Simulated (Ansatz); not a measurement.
A nudged elastic band was laid between two geometries of C$_{4}$H$_{9}$NS (15 atoms, charge 0, multiplicity 1).

These are results of Ansatz 0.2.0, RKS PBE-D4/6-31G, not measurements.

```
movable images  : 7
climbing image  : yes
spring          : 5.0 eV/Å²
optimiser       : quadratic models (default)
start path      : IDPP
force threshold : 0.05 eV/Å
iteration limit : 31
end points      : relaxed
```

First end point:

```xyz
15
Properties=species:S:1:pos:R:3
C -0.750 -1.319 1.299
C 0.011 -0.592 0.216
N 1.028 -1.355 -0.355
C -0.251 0.683 -0.212
C 0.551 1.391 -1.272
S -1.779 1.552 0.366
H -1.393 -0.628 1.859
H -1.389 -2.114 0.871
H -0.047 -1.801 2.004
H 1.292 -2.241 0.057
H 1.547 -1.032 -1.160
H 0.144 1.242 -2.292
H 0.566 2.481 -1.094
H 1.607 1.055 -1.272
H -1.158 2.627 1.014
```

Last end point:

```xyz
15
Properties=species:S:1:pos:R:3
C -0.812 -1.330 1.249
C -0.082 -0.608 0.142
N 0.660 -1.456 -0.678
C -0.131 0.742 -0.086
C 0.638 1.433 -1.182
S -1.341 1.791 0.842
H -1.653 -1.926 0.849
H -0.128 -2.028 1.768
H -1.215 -0.620 1.983
H 0.787 -2.427 -0.424
H 1.116 -1.121 -1.516
H 0.067 1.503 -2.130
H 0.899 2.466 -0.892
H 1.594 0.913 -1.395
H -0.422 2.619 1.498
```

(1) What changes between the two ends?

(2) Give the energies along the band, and the barrier.

(3) What is the geometry of the highest image?

(4) What are the harmonic wavenumbers there?

The band took 6 iterations and about 4 core-minutes.

Results:

(1) No bond is made or broken. The dihedral H9–C1–C2–C4 goes from -133 to -12°. The two ends are copies of one structure, up to a mirror image or an exchange of like atoms.

(2) It converged. The highest image is number 4 of 0 to 8, 0.050 eV above the ends, which have the same energy within 2 meV. A vibrational analysis at the climbing image gives one clearly imaginary mode, 148i cm⁻¹: a first-order saddle point. Limits of this set-up: no polarisation functions.

```tsv
image	path coordinate (Å)	energy (eV)	dihedral H9–C1–C2–C4 (°)
0	0.00	0.000	-133
1	0.48	0.007	-118
2	0.96	0.023	-102
3	1.45	0.042	-85
4	1.93	0.050	-68
5	2.37	0.044	-55
6	2.80	0.025	-41
7	3.23	0.007	-27
8	3.66	0.000	-12
```

(3) 
```xyz
15
Properties=species:S:1:pos:R:3
C -0.829 -1.297 1.242
C -0.078 -0.604 0.119
N 0.713 -1.454 -0.648
C -0.146 0.740 -0.136
C 0.637 1.430 -1.222
S -1.376 1.771 0.781
H -1.895 -1.030 1.232
H -0.750 -2.394 1.155
H -0.432 -0.998 2.227
H 0.832 -2.422 -0.380
H 1.230 -1.111 -1.448
H 0.099 1.459 -2.191
H 0.853 2.477 -0.948
H 1.617 0.940 -1.394
H -0.497 2.441 1.641
```

(4) 148i, 28, 132, 164, 243, 260, 296, 342, 416, 426, 458, 582, 616, 837, 876, 1002, 1026, 1041, 1054, 1123, 1190, 1343, 1413, 1415, 1473, 1482, 1490, 1495, 1652, 1674, 2329, 2939, 2994, 2999, 3051, 3067, 3100, 3571, 3703 cm⁻¹.

Time of the run: 3.6 min on 1 thread of Arm Neoverse V1 (shared host), peak memory 0.14 GiB.
